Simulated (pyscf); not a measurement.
methane (CH₄) + trichlorosilane (Cl–SiH(Cl)–Cl) → methyltrichlorosilane (H₃C–Si(Cl)(Cl)–Cl) + hydrogen (H₂), a four-centre exchange (singlet surface; C–H, H–Si broken, C–Si, H–H formed). PySCF, gas phase, ωB97X-D3(BJ)/def2-SVP geometries. Energies in kcal/mol from the separated reactants.

Small-basis levels: PySCF, no dispersion term, spherical d functions. 

**Question.** Quick MP2/6-31G* single points give ΔE‡ = 120.2 kcal/mol and ΔE = +0.4 kcal/mol. What does ωB97M-D3(BJ)/def2-TZVP give, and how far is the quick result from it?

**Answer.** ωB97M-D3(BJ)/def2-TZVP gives ΔE‡ = 101.5 kcal/mol and ΔE = +2.1 kcal/mol. MP2/6-31G* lies 18.7 kcal/mol over it in the barrier and 1.7 kcal/mol under it in the reaction energy, so on this step it does not hold to within 3.0 kcal/mol. ωB97M-D3(BJ)/def2-TZVP has limits of its own. The same reactants have a lower exit, to H₃C–SiH(Cl)–Cl + HCl (barrier +65.4 kcal/mol at ωB97M-D3(BJ)/def2-TZVP, against +101.5 kcal/mol here). This is the saddle that the search found; another between the same sides may lie lower.
